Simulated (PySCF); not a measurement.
## Spin-rotation constants: `InChI=1S/C6H10/c1-4-5-2-3-6(4)5/h4-6H,2-3H2,1H3/t4-,5-,6+`

Geometry (Å), atoms numbered from 1 in this order:
```xyz
16

C     2.199   -0.076    0.276
C     0.726   -0.398    0.241
C    -0.110    0.222   -0.839
C    -1.515   -0.365   -0.798
C    -1.654    0.114    0.663
C    -0.246    0.690    0.590
H     2.593   -0.195    1.285
H     2.373    0.949   -0.043
H     2.751   -0.741   -0.385
H     0.490   -1.411    0.551
H     0.325    0.720   -1.691
H    -2.211    0.126   -1.475
H    -1.571   -1.443   -0.952
H    -2.426    0.869    0.791
H    -1.796   -0.669    1.409
H     0.064    1.617    1.046
```

Method used: GIAO PBE0/pcSseg-1 magnetisability, rotational g tensor and spin-rotation constants, non-relativistic, gas phase in PySCF 2.14.0. Geometry: GFN2-xTB.

**Question.** Give the nuclear spin-rotation constants along the inertial axes (H = +C I·J) beside the isotropic shieldings.

**Answer.** Rotational constants 8.7740, 2.7891, 2.4878 GHz. A star marks the isotopologue with that one atom substituted, in its own axes.
```
atom  isotope  Caa (kHz)  Cbb (kHz)  Ccc (kHz)  mean (kHz)  σ (ppm)
  H7       1H     -0.734     -0.052     -0.215      -0.334     30.1
  H8       1H     -1.016     -0.337      0.042      -0.437     31.8
  H9       1H     -0.734     -0.052     -0.215      -0.334     30.1
 H10       1H     -0.958     -0.323      0.046      -0.412     31.1
 H11       1H     -0.949     -0.122     -0.116      -0.396     30.5
 H12       1H     -0.303     -0.238     -0.149      -0.230     29.7
 H13       1H     -1.014     -0.228      0.019      -0.408     30.3
 H14       1H     -0.303     -0.238     -0.149      -0.230     29.7
 H15       1H     -1.014     -0.228      0.019      -0.408     30.3
 H16       1H     -0.949     -0.122     -0.117      -0.396     30.5
  C1     13C*      1.101      0.420      0.349       0.623    169.7
  C2     13C*      1.446      0.485      0.306       0.746    161.0
  C3     13C*      1.010      0.553      0.343       0.636    163.2
  C4     13C*      1.320      0.468      0.336       0.708    162.1
```
For the geometry as given, no vibrational averaging.

**Question.** How do the rotational constants and the g tensor change when H7, H8, H9, H10, H11, H12, H13, H14, H15, H16 are replaced by deuterium?

**Answer.** Constants 6.3810, 2.2136, 2.0036 GHz; g 0.0181, -0.0011, -0.0055, against 0.0245, -0.0014, -0.0067 before.
